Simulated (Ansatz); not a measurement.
C2H2O, SMILES C=C=O, vertical and adiabatic energies of changing the electron count

With Ansatz's Python interface.

The cells in order, each with its output:

```python
import itertools

import ansatz as az
from ase.data import atomic_numbers, covalent_radii
import numpy as np
from rdkit import Chem
from rdkit.Chem import AllChem
```

```python
BASIS_SET = "cc-pVDZ"
FUNCTIONAL = "r2scan"
NET_CHARGE = 1
```

```python
rd = Chem.AddHs(Chem.MolFromSmiles("C=C=O"))
AllChem.EmbedMolecule(rd, randomSeed=646)
AllChem.UFFOptimizeMolecule(rd)
system = az.Crystal.molecule()
for atom, xyz in zip(rd.GetAtoms(), rd.GetConformer().GetPositions()):
    system = system.atom(atom.GetSymbol(), xyz.round(5).tolist())
```

```python
job = (
    system.calculation()
    .basis(gaussian=BASIS_SET)
    .functional(FUNCTIONAL)
)
symbols = [site.symbol for site in system.cartesian_sites]
start = np.array([site.position_ang for site in system.cartesian_sites], dtype=float)
report = job.relax(force_tolerance=0.01, max_steps=100).run(threads=1).report
end = np.array(report["positions_ang"])
```

```python
minimum = az.Crystal.molecule()
for symbol, place in zip(symbols, end):
    minimum = minimum.atom(symbol, place.tolist())
ion = (
    minimum.calculation()
    .basis(gaussian=BASIS_SET)
    .functional(FUNCTIONAL)
    .charge(NET_CHARGE)
    .spin("collinear", total=1)
)
vertical = ion.run(threads=1).report
settled = ion.relax(force_tolerance=0.01, max_steps=80).run(threads=1).report
print(f"vertical ionisation energy   {vertical['free_energy_ev'] - report['free_energy_ev']:.3f} eV")
print(f"adiabatic, no zero point     {settled['free_energy_ev'] - report['free_energy_ev']:.3f} eV")
print(f"relaxation energy of the ion {vertical['free_energy_ev'] - settled['free_energy_ev']:.3f} eV")
ionised = np.array(settled["positions_ang"])
radius = [covalent_radii[atomic_numbers[s]] for s in symbols]
span = lambda where, i, j: np.linalg.norm(where[i] - where[j])
bonded = [(i, j) for i, j in itertools.combinations(range(len(symbols)), 2) if min(span(end, i, j), span(ionised, i, j)) < 1.2 * (radius[i] + radius[j])]
print("pair        before    after (A)")
for i, j in bonded:
    print(f"{symbols[i]}{i}-{symbols[j]}{j}".ljust(10), f"{span(end, i, j):8.4f} {span(ionised, i, j):8.4f}")
```

    vertical ionisation energy   9.548 eV
    adiabatic, no zero point     9.390 eV
    relaxation energy of the ion 0.159 eV
    pair        before    after (A)
    C0-C1        1.3182   1.3817
    C0-H3        1.0895   1.0992
    C0-H4        1.0895   1.0992
    C1-O2        1.1699   1.1335

The energies are electronic: no zero-point or thermal terms, and the basis set is short of its limit. The product may relax into another structure. Each relaxation finds its nearest minimum, which needn't be the lowest. Timing: 30 s on 1 thread of Arm Neoverse V1, with other jobs on the host, peak memory 0.26 GiB.
